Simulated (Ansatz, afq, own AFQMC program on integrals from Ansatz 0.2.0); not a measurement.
# Where AFQMC and coupled cluster stand for AlBH2, singlet

| atom | x (Å) | y (Å) | z (Å) |
| --- | --- | --- | --- |
| B | 0.0000 | 0.0000 | 1.3689 |
| Al | 0.0000 | 0.0000 | -0.6894 |
| H | 0.0000 | 1.0776 | 1.8859 |
| H | 0.0000 | -1.0776 | 1.8859 |

Connectivity, by distances: BH2–Al.

Basis 6-31G. Only valence electrons are correlated. Ansatz 0.2.0 and our own AFQMC program on the same integrals; the CISD trial comes from CCSD amplitudes, and released means the phaseless constraint is let go. Error bars are statistical, one sigma.

Determinant: RHF, the one that the program's search chose, which needn't be the lowest solution. The geometry is a PBE0/def2-TZVP stationary point of this or a neighbouring charge and spin state.

Full CI on the same integrals is exact in this basis and with this determinant's frozen core.

Cautions: another spin lies lower (by 149 meV); restricted determinant unstable towards unrestricted (UHF 280 meV lower, ⟨S²⟩ 0.77).

- T1 diagnostic: 0.0117
- weight of the determinant in the CISD state: 0.895
- size of the correlated space: 8 electrons in 20 orbitals

Reference: full CI, correlation energy -2.899 eV. The released energy is read at 2.40 1/Eh (meV from the phaseless value at times in 1/Eh: -2.4 ± 1.7 at 0.24, -4.0 ± 1.5 at 0.51, -5.0 ± 1.4 at 0.99, -3.9 ± 1.3 at 1.62, -3.7 ± 1.3 at 2.40).

```
         level  E − E(reference) (kcal/mol)  share of correlation (%)
            HF                        66.85                      0.00
           MP2                        19.42                     70.95
          CCSD                         1.58                     97.63
       CCSD(T)                         0.48                     99.28
         CCSDT                         0.11                     99.83
      CCSDT(Q)                         0.04                     99.95
        CCSDTQ                         0.00                     99.99
 ph-AFQMC/CISD                  0.20 ± 0.04                     99.70
released AFQMC                  0.11 ± 0.03                     99.83
```

CCSDT and higher add their correlation energy to the determinant of the CCSD(T) run, since their own runs factorise the integrals more tightly (a shift of under 2 meV). A walk keeps the symmetry of its determinant, which the program's search chose and which needn't be the lowest solution, so a lower state of the same spin and another symmetry isn't excluded. Released energies are given only where the last usable release times agree within the noise; a slower fall can still hide under it.
